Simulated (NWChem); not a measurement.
Program: NWChem. System: P (+1), charge 1, spin multiplicity 3. Its SCF solution wasn't tested for a lower state. Level: ROCCSD(T)/def2-TZVP, 5 core orbitals frozen.

Job file:

```
start mol
memory heap 100 mb stack 700 mb global 1900 mb
charge 1
geometry units angstroms nocenter noautoz
  P      0.000000     0.000000     0.000000
  symmetry group D2h
end
basis spherical
  * library def2-tzvp
end
scf
  rohf
  nopen 2
  maxiter 100
  thresh 1e-7
  semidirect memsize 60000000 filesize 0
  # guess.movecs holds the orbitals of an unrestricted PBE0 run
  vectors input guess.movecs output mol.movecs
end
tce
  freeze core 5
  ccsd(t)
  2eorb
  2emet 13
  thresh 1e-6
  maxiter 100
  tilesize 24
end
task tce energy
```

Output (cleaned and shortened):

```
             Northwest Computational Chemistry Package (NWChem) 7.3.0
             --------------------------------------------------------

                                NWChem Input Module
                                -------------------

 Scaling coordinates for geometry "geometry" by  1.889725989
 (inverse scale =  0.529177249)

                             Geometry "geometry" -> ""
                             -------------------------

 Output coordinates in angstroms (scale by  1.889725989 to convert to a.u.)

  No.       Tag          Charge          X              Y              Z
 ---- ---------------- ---------- -------------- -------------- --------------
    1 P                   15.0000     0.00000000     0.00000000     0.00000000

 Effective nuclear repulsion energy (a.u.)       0.0000000000

            Nuclear Dipole moment (a.u.)
            ----------------------------
        X                 Y               Z
 ---------------- ---------------- ----------------
     0.0000000000     0.0000000000     0.0000000000

      Symmetry information
      --------------------

 Group name             D2h
 Group number             26
 Group order               8
 No. of unique centers     1

      Symmetry unique atoms

     1


 Summary of "ao basis" -> "" (spherical)
 ------------------------------------------------------------------------------
       Tag                 Description            Shells   Functions and Types
 ---------------- ------------------------------  ------  ---------------------
 *                         def2-tzvp                  on all atoms

 Summary of "ao basis" -> "ao basis" (spherical)
 ------------------------------------------------------------------------------
       Tag                 Description            Shells   Functions and Types
 ---------------- ------------------------------  ------  ---------------------
 P                         def2-tzvp                13       37   5s5p2d1f

                                 NWChem SCF Module
                                 -----------------

  ao basis        = "ao basis"
  functions       =    37
  atoms           =     1
  closed shells   =     6
  open shells     =     2
  charge          =   1.00
  wavefunction    = ROHF
  use symmetry    = T
  symmetry adapt  = T

 Summary of "ao basis" -> "ao basis" (spherical)
 ------------------------------------------------------------------------------
       Tag                 Description            Shells   Functions and Types
 ---------------- ------------------------------  ------  ---------------------
 P                         def2-tzvp                13       37   5s5p2d1f

      Symmetry analysis of basis
      --------------------------

        ag          9
        au          1
        b1g         2
        b1u         7
        b2g         2
        b2u         7
        b3g         2
        b3u         7

 Forming initial guess at       0.0s

      Symmetry analysis of molecular orbitals - initial
      -------------------------------------------------

  Numbering of irreducible representations:

     1 ag          2 au          3 b1g         4 b1u         5 b2g
     6 b2u         7 b3g         8 b3u

  Orbital symmetries:

     1 ag          2 ag          3 b1u         4 b3u         5 b2u
     6 ag          7 b3u         8 b2u         9 b1u        10 ag
    11 b1g        12 b3g        13 b2g        14 ag         15 b2u
    16 b3u        17 b1u        18 ag

 Starting SCF solution at       0.0s
[...]
    19      1.453010  1 P  py                16     -1.173886  1 P  py

 Vector   11  Occ=0.000000D+00  E= 1.073072D-01  Symmetry=b3u
              MO Center=  6.8D-18,  1.3D-34,  6.5D-35, r^2= 5.1D+00
   Bfn.  Coefficient  Atom+Function         Bfn.  Coefficient  Atom+Function
  ----- ------------  ---------------      ----- ------------  ---------------
    18      1.453010  1 P  px                15     -1.173886  1 P  px

 center of mass
 --------------
 x =   0.00000000 y =   0.00000000 z =   0.00000000

 moments of inertia (a.u.)
 ------------------
           0.000000000000           0.000000000000           0.000000000000
           0.000000000000           0.000000000000           0.000000000000
           0.000000000000           0.000000000000           0.000000000000

  Mulliken analysis of the total density
  --------------------------------------

    Atom       Charge   Shell Charges
 -----------   ------   -------------------------------------------------------
    1 P   15    14.00   2.01  0.54  1.42  1.36  0.67  4.15  1.71  0.53  1.23  0.38  0.00  0.00  0.00

 Mulliken analysis of the open-shell density
 -------------------------------------------

    Atom       Charge   Shell Charges
 -----------   ------   -------------------------------------------------------
    1 P   15     2.00   0.00  0.00 -0.00  0.00  0.00  0.06 -0.04  0.36  1.24  0.38 -0.00  0.00  0.00

       Multipole analysis of the density wrt the origin
       ------------------------------------------------

     L   x y z        total         open         nuclear
     -   - - -        -----         ----         -------
     0   0 0 0      1.000000     -2.000000     15.000000

     1   1 0 0      0.000000     -0.000000      0.000000
     1   0 1 0      0.000000     -0.000000      0.000000
     1   0 0 1     -0.000000     -0.000000      0.000000

     2   2 0 0     -7.718474     -4.262987      0.000000
     2   1 1 0      0.000000      0.000000      0.000000
     2   1 0 1      0.000000      0.000000      0.000000
     2   0 2 0     -7.718474     -4.262987      0.000000
     2   0 1 1      0.000000      0.000000      0.000000
     2   0 0 2     -5.542889     -2.131657      0.000000

                   NWChem Extensible Many-Electron Theory Module
                   ---------------------------------------------


            General Information
            -------------------
      Number of processors :     1
         Wavefunction type : Restricted open-shell Hartree-Fock
          No. of electrons :    14
           Alpha electrons :     8
            Beta electrons :     6
           No. of orbitals :    74
            Alpha orbitals :    37
             Beta orbitals :    37
        Alpha frozen cores :     5
         Beta frozen cores :     5
     Alpha frozen virtuals :     0
      Beta frozen virtuals :     0
         Spin multiplicity : triplet
    Number of AO functions :    37
       Number of AO shells :    13
        Use of symmetry is : on
      Symmetry adaption is : on
         Schwarz screening : 0.10D-09

          Correlation Information
          -----------------------
          Calculation type : Coupled-cluster singles & doubles w/ perturbation
   Perturbative correction : (T)
            Max iterations :      100
        Residual threshold : 0.10D-05
     T(0) DIIS level shift : 0.00D+00
     L(0) DIIS level shift : 0.00D+00
     T(1) DIIS level shift : 0.00D+00
     L(1) DIIS level shift : 0.00D+00
     T(R) DIIS level shift : 0.00D+00
     T(I) DIIS level shift : 0.00D+00
   CC-T/L Amplitude update :  5-th order DIIS
                I/O scheme : Global Array Library
        L-threshold :  0.10D-05
        EOM-threshold :  0.10D-05
 no EOMCCSD initial starts read in
 TCE RESTART OPTIONS
 SLICE:      F
 D4D5:       F
 quantumc:   F
 qrotation:  F
 pwtce:      F
 qducc:      F
 nacto:                         0
 nrotv:                         0
 nrot:                          0

            Memory Information
            ------------------
          Available GA space size is     249034062 doubles
          Available MA space size is     104853868 doubles

 Maximum block size supplied by input
 Maximum block size        24 doubles

 tile_dim =      6

 -------------------------------------------------

 Global array virtual files algorithm will be used

 Parallel file system coherency ......... OK

 4-electron integrals stored in orbital form

 v2    file size   =            30853
 4-index algorithm nr.  13 is used
 imaxsize =       30
 imaxsize ichop =        0


CCSD iterations
 ---------------------------------------------------------
 Iter          Residuum       Correlation     Cpu    Wall
 ---------------------------------------------------------
    1   0.0725385207538  -0.0731090489759     0.1     0.1
    2   0.0260535839616  -0.0821681827326     0.1     0.1
    3   0.0117994784066  -0.0845466208940     0.1     0.1
    4   0.0058403655066  -0.0854016621975     0.1     0.1
    5   0.0030050200705  -0.0857648396727     0.1     0.1
    6   0.0002146466871  -0.0861007586081     0.1     0.1
    7   0.0000663481223  -0.0860971139008     0.1     0.1
    8   0.0000262085379  -0.0860969100109     0.1     0.1
    9   0.0000114810900  -0.0860968879535     0.1     0.1
   10   0.0000053492178  -0.0860969074517     0.1     0.1
   11   0.0000007395319  -0.0860969401181     0.1     0.1
 -----------------------------------------------------------------
 Iterations converged
 CCSD correlation energy / hartree =        -0.086096940118074
 CCSD total energy / hartree       =      -340.426655160048142

 Singles contributions

 Doubles contributions
     9b1u (alpha)     9b1u (beta ) ---     6ag  (alpha)     6ag  (beta )       -0.1034164358
 CCSD(T)
 Using plain CCSD(T) code
             total no. of tasks          613
 total no. of tasks / no. procs          613
                         wl_min            1           1.0
                         wl_max          216           2.4
        thresh for no. of tasks          613

 CCSD[T]  correction energy / hartree =        -0.002604036442971
 CCSD[T] correlation energy / hartree =        -0.088700976561045
 CCSD[T] total energy / hartree       =      -340.429259196491103
 CCSD(T)  correction energy / hartree =        -0.002621457979867
 CCSD(T) correlation energy / hartree =        -0.088718398097941
 CCSD(T) total energy / hartree       =      -340.429276618027984

 Task  times  cpu:        1.7s     wall:        1.7s

 Total times  cpu:        1.8s     wall:        1.8s
```
